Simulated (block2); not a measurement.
# DMRG/STO-3G run of O2F (SMILES [O]OF), part 2 of 2

block2 0.5.4. Earlier steps stand in the parts before.

**3. The distorted shape: the energy at DMRG/STO-3G**

File integrals.py:

```python
from pyscf import ao2mo, cc, dft, gto, mcscf, mp, scf
from pyscf.tools import fcidump

mol = gto.M(atom="mol.xyz", basis="sto-3g", spin=1, verbose=3, max_memory=2000)
print("basis functions         : %d" % (mol.nao))
mf = scf.ROHF(mol)
mf.conv_tol = 1e-10
mf.max_cycle = 200
mf.kernel()
if not mf.converged:
    mf = mf.newton().run(mf.mo_coeff, mf.mo_occ)
print("SCF energy              : %.10f" % (mf.e_tot))
ref = scf.UHF(mol).run(mf.make_rdm1(), conv_tol=1e-10)
pt = mp.MP2(ref, frozen=3).run()
mycc = cc.CCSD(ref, frozen=3)
mycc.max_cycle = 150
mycc.kernel()
print(f"MP2 total energy        : {pt.e_tot:.10f}")
if mycc.converged:
    print("E(CCSD)                 : %.10f" % (mycc.e_tot))
    print("CCSD(T) total energy    : %.10f" % (mycc.e_tot + mycc.ccsd_t()))
ks = dft.UKS(mol, xc="blyp").set(conv_tol=1e-9, verbose=3).run(mf.make_rdm1())
if ks.converged:
    print("E(BLYP)                 : %.8f" % (ks.e_tot))
ks = dft.UKS(mol, xc="tpss").set(conv_tol=1e-9, verbose=3).run(mf.make_rdm1())
if ks.converged:
    print("E(TPSS)                 : %.8f" % (ks.e_tot))
ks = dft.UKS(mol, xc="tpssh").set(conv_tol=1e-9, verbose=3).run(mf.make_rdm1())
if ks.converged:
    print("E(TPSSh)                : %.8f" % (ks.e_tot))
occ_no, mo = mcscf.addons.make_natural_orbitals(mp.MP2(mf.to_uhf(), frozen=3).run())
mf.mo_coeff = mo
cas = mcscf.CASCI(mf, 12, 19)
h1, ecore = cas.get_h1eff()
fcidump.from_integrals("FCIDUMP", h1, cas.get_h2eff(), 12, 19, nuc=ecore, ms=1)
ci = mcscf.CASCI(mf, 12, (10, 9))
ci.fix_spin_(ss=0.75)
ci.fcisolver.conv_tol = 1e-10
ci.fcisolver.max_cycle = 200
ci.kernel()
print(f"E(FCI)                  : {ci.e_tot:.10f}")
```

File block.conf:

```
sym c1
orbitals FCIDUMP
nelec 19
spin 1
irrep 1
occ 2 2 2 2 2 2 2 2 2 1 0 0
cbias 0.2
schedule
0 25 1E-08 1E-04
3 50 1E-08 1E-04
6 100 1E-08 1E-05
10 100 1E-09 0.0
end
maxiter 16
sweep_tol 1E-07
fiedler
mem 2g
num_thrds 1
prefix ./tmp
outputlevel 1
```

Launch:

```bash
$ python integrals.py && block2main block.conf
```

What it wrote:

```text
$ python integrals.py
basis functions         : 15
converged SCF energy = -245.572141834935
SCF energy              : -245.5721418349
converged SCF energy = -245.573473957984  <S^2> = 0.75973664  2S+1 = 2.0097131
E(UMP2) = -245.685055749061  E_corr = -0.111581791077472
E(SCS-UMP2) = -245.696501564397  E_corr = -0.123027606412771
E(UCCSD) = -245.7403343106801  E_corr = -0.1668603526962688
MP2 total energy        : -245.6850557491
E(CCSD)                 : -245.7403343107
UCCSD(T) correction = -0.00495132568194733
CCSD(T) total energy    : -245.7452856364
converged SCF energy = -246.564604781201  <S^2> = 0.75381651  2S+1 = 2.0038129
E(BLYP)                 : -246.56460478
converged SCF energy = -246.687289624525  <S^2> = 0.7530189  2S+1 = 2.0030166
E(TPSS)                 : -246.68728962
converged SCF energy = -246.658865078026  <S^2> = 0.75678036  2S+1 = 2.0067689
E(TPSSh)                : -246.65886508
E(UMP2) = -245.684742439885  E_corr = -0.112600604949933
E(SCS-UMP2) = -245.696143827437  E_corr = -0.124001992502026
CASCI E = -245.750359636857  E(CI) = -91.5375719241189  S^2 = 0.7500000
E(FCI)                  : -245.7503596369

$ block2main block.conf

********************************** INPUT START **********************************
sym                                                             c1
orbitals                                                   FCIDUMP
nelec                                                           19
spin                                                             1
irrep                                                            1
occ                                        2 2 2 2 2 2 2 2 2 1 0 0
cbias                                                          0.2
maxiter                                                         16
sweep_tol                                                    1E-07
fiedler
mem                                                             2g
num_thrds                                                        1
prefix                                                       ./tmp
outputlevel                                                      1
schedule                  Sweep   0-   2 : Mmps =    25 Noise =    0.0001 DavTol =     1e-08
                          Sweep   3-   5 : Mmps =    50 Noise =    0.0001 DavTol =     1e-08
                          Sweep   6-   9 : Mmps =   100 Noise =     1e-05 DavTol =     1e-08
                          Sweep  10-  15 : Mmps =   100 Noise =         0 DavTol =     1e-09
********************************** INPUT END   **********************************

SPIN ADAPTED - REAL DOMAIN - DOUBLE PREC
qc mpo type =  QCTypes.Conventional
 UseMainStack = 0 MinDiskUsage = 1 MinMemUsage = 0 IBuf = 0 OBuf = 0
 FPCompression: prec = 1.00e-16 chunk = 1024
 IMain = 0 B / 134 MB DMain = 0 B / 687 MB ISeco = 0 B / 57.2 MB DSeco = 0 B / 1.01 GB
 OpenMP = 1 TBB = 0 BLIS = 0 MKL = NONE  SeqType = Tasked AlignType = None MKLIntLen = 4
 THREADING = 2 layers : Global | Operator BatchedGEMM
 NUMBER : Global = 1 Operator = 1 Quanta = 0 MKL = 1
 COMPLEX = 1 SINGLE-PREC = 1 KSYMM = 0
using fiedler reorder =  [ 6  9 11  7  5  4  2  1 10  8  3  0]
read integral finished 0.010952797019854188
integral sym error =            0
MinMPOMemUsage =  False
MPS =  CCRRRRRRRRRR 0 2 < N=19 S=1/2 PG=0 >
GS INIT MPS BOND DIMS =       1     3    10    29    31    29    30    31    30    27    15     4     1
pre-mpo memory usage =  155 MB
build mpo start ...
build mpo finished ... Tread = 0.000 Twrite = 0.000 T = 0.015
simpl mpo start ...
simpl mpo finished ... Tread = 0.000 Twrite = 0.000 T = 0.043
GS MPO BOND DIMS =      17    24    35    50    69    92    69    50    35    24    17     1
build 1pdm mpo 0.10411783598829061
build identity mpo 0.1056776909972541
memory usage =  166 MB
para mpo finished 0.10651650401996449
env init finished 0.17127929301932454

Sweep =    0 | Direction =  forward | Bond dimension =   25 | Noise =  1.00e-04 | Dav threshold =  1.00e-08
Time elapsed =      0.382 | E =    -245.7118987428 | DW = 1.18656e-04

Sweep =    1 | Direction = backward | Bond dimension =   25 | Noise =  1.00e-04 | Dav threshold =  1.00e-08
Time elapsed =      0.674 | E =    -245.7477588712 | DE = -3.59e-02 | DW = 4.22353e-05

Sweep =    2 | Direction =  forward | Bond dimension =   25 | Noise =  1.00e-04 | Dav threshold =  1.00e-08
Time elapsed =      0.988 | E =    -245.7490504127 | DE = -1.29e-03 | DW = 2.54660e-04

Sweep =    3 | Direction = backward | Bond dimension =   50 | Noise =  1.00e-04 | Dav threshold =  1.00e-08
Time elapsed =      1.379 | E =    -245.7502168297 | DE = -1.17e-03 | DW = 3.07650e-06

Sweep =    4 | Direction =  forward | Bond dimension =   50 | Noise =  1.00e-04 | Dav threshold =  1.00e-08
Time elapsed =      1.836 | E =    -245.7502579228 | DE = -4.11e-05 | DW = 2.52389e-05

Sweep =    5 | Direction = backward | Bond dimension =   50 | Noise =  1.00e-04 | Dav threshold =  1.00e-08
Time elapsed =      2.278 | E =    -245.7503198087 | DE = -6.19e-05 | DW = 1.14243e-05

Sweep =    6 | Direction =  forward | Bond dimension =  100 | Noise =  1.00e-05 | Dav threshold =  1.00e-08
Time elapsed =      3.080 | E =    -245.7503585706 | DE = -3.88e-05 | DW = 6.36483e-08

Sweep =    7 | Direction = backward | Bond dimension =  100 | Noise =  1.00e-05 | Dav threshold =  1.00e-08
Time elapsed =      3.849 | E =    -245.7503595909 | DE = -1.02e-06 | DW = 2.76308e-08

Sweep =    8 | Direction =  forward | Bond dimension =  100 | Noise =  1.00e-05 | Dav threshold =  1.00e-08
Time elapsed =      4.504 | E =    -245.7503596192 | DE = -2.83e-08 | DW = 9.66548e-08

Sweep =    9 | Direction = backward | Bond dimension =  100 | Noise =  1.00e-05 | Dav threshold =  1.00e-08
Time elapsed =      5.212 | E =    -245.7503596228 | DE = -3.61e-09 | DW = 2.76647e-08

Sweep =   10 | Direction =  forward | Bond dimension =  100 | Noise =  0.00e+00 | Dav threshold =  1.00e-09
Time elapsed =      5.816 | E =    -245.7503596327 | DE = -9.94e-09 | DW = 4.57705e-09

Final canonical form =  LLLLLLLLLLLC 10
DMRG Energy = -245.750359632734018
```

Run time: 16 s. Hardware: 1 thread of Arm Neoverse N1, shared host; peak memory 0.18 GiB.

**4. Outcome**

The summary covers parts 1 to 2.

Level: DMRG/STO-3G, 3 core orbitals frozen.

| quantity | value |
| --- | --- |
| run 1, DMRG/STO-3G: total energy | -245.71978 Eh |
| distorted shape: total energy | -245.75036 Eh |
| energy change with the O1–O2 bond stretched from 1.181 to 1.358 Å | -0.832 eV |

**Reading.** With the O1–O2 bond stretched from 1.181 to 1.358 Å the energy falls by 0.83 eV (80.3 kJ/mol). The first shape isn't relaxed at this level, so the change isn't measured from a minimum. The minimal basis adds a large error of its own.
